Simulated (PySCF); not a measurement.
C₄H₂FN.
Numbering: `[CH:1]#[C:2][C@@H:3]([F:4])[C:5]#[N:6]` (hydrogens: H7 on C1; H8 on C3)

Computed with EOM-IP-CCSD/aug-cc-pVDZ in PySCF, restricted Hartree–Fock reference, frozen core, non-relativistic, gas phase, PBE0-D3(BJ)/def2-SVP geometry.

Hartree–Fock orbital energies give these Koopmans values (eV): HOMO 11.82, HOMO-1 11.99, HOMO-2 13.39, HOMO-3 13.66, HOMO-4 15.82, HOMO-5 16.95, HOMO-6 17.74, HOMO-7 19.99.

**Question.** What vertical ionisation energies does EOM-IP-CCSD give?

**Answer.** 
```csv
leading hole (HF orbital),Koopmans (eV),EOM-IP-CCSD (eV),change (eV),one-hole share
HOMO,11.82,11.74,-0.08,0.96
HOMO-1,11.99,11.96,-0.03,0.96
HOMO-2,13.39,13.11,-0.28,0.96
HOMO-3,13.66,13.43,-0.23,0.94
HOMO-4,15.82,13.60,-2.22,0.94
HOMO-5,16.95,14.80,-2.15,0.95
HOMO-6,17.74,15.11,-2.63,0.94
HOMO-7,19.99,18.09,-1.90,0.94
```

**Question.** Does the order of the lines follow the orbital energies?

**Answer.** Yes, no two lines change places. The corrections run from -2.63 to -0.03 eV, with a mean of -1.19 eV over the 8 lines; no line lies above its Koopmans value.

**Question.** At what kinetic energies would He II light (40.81 eV) eject these electrons?

**Answer.** 29.07 eV (HOMO), 28.85 eV (HOMO-1), 27.70 eV (HOMO-2), 27.38 eV (HOMO-3), 27.21 eV (HOMO-4), 26.01 eV (HOMO-5), 25.70 eV (HOMO-6), 22.72 eV (HOMO-7).

One root was sought for each valence orbital with −ε under 21 eV, eight at most, so deeper holes and satellites are missing; no vibrational structure.
